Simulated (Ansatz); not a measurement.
Basis sets compared for the cluster SiO2⁻. Charge -1, multiplicity 2. Geometry PBE0-D4/def2-TZVPD. Ansatz on 4 threads of Intel Xeon on a shared host; times are rough, and most runs start from earlier orbitals.

| atom | x (Å) | y (Å) | z (Å) |
| --- | --- | --- | --- |
| Si1 | -0.3079 | 0.1644 | -0.1098 |
| O2 | 0.8306 | 1.2009 | 0.0790 |
| O3 | -0.5228 | -1.3653 | 0.0308 |

B3LYP takes the VWN-RPA correlation. At HF/STO-3G, PBE-D4/def2-SVPD, PBE-D4/def2-TZVPD, B3LYP-D4/6-31G the highest occupied level of the charge -1 doublet lies above zero (up to 4.10 eV). In Hartree–Fock with STO-3G the lack of diffuse functions raises the level. By energy differences its removal costs 2.64 eV (vertical, to the charge 0 singlet, at CCSD(T)/def2-TZVPPD). The structure comes from a short search, and lower isomers may exist.

| level | functions | energy (Eh) | HOMO (eV) | LUMO (eV) | wall time |
| --- | --- | --- | --- | --- | --- |
| HF/STO-3G | 19 | -432.9706 | 4.10 | 16.47 | 0.3 s |
| HF/6-31G | 31 | -438.5340 | -3.08 | 6.50 | 0.56 s |
| PBE-D4/def2-SVPD | 70 | -439.5298 | 0.53 | 1.68 | 1.2 s |
| B3LYP-D4/6-31G | 31 | -439.8875 | 0.42 | 2.88 | 0.92 s |
| PBE0-D4/def2-SVPD | 70 | -439.5354 | -0.64 | 2.54 | 1.6 s |

(1) Estimate the rows for HF/def2-TZVPD, PBE-D4/def2-TZVPD (with forces), B3LYP-D4/def2-TZVPD, PBE0-D4/def2-TZVPD.

Results:

(1) 
| level | functions | energy (Eh) | HOMO (eV) | LUMO (eV) | wall time |
| --- | --- | --- | --- | --- | --- |
| HF/def2-TZVPD | 123 | -438.7906 | -3.75 | 4.84 | 1.7 s |
| PBE-D4/def2-TZVPD (with forces) | 123 | -439.8139 | 0.47 | 1.60 | 2.2 s |
| B3LYP-D4/def2-TZVPD | 123 | -440.1286 | -0.44 | 2.05 | 3 s |
| PBE0-D4/def2-TZVPD | 123 | -439.8199 | -0.66 | 2.47 | 4.9 s |
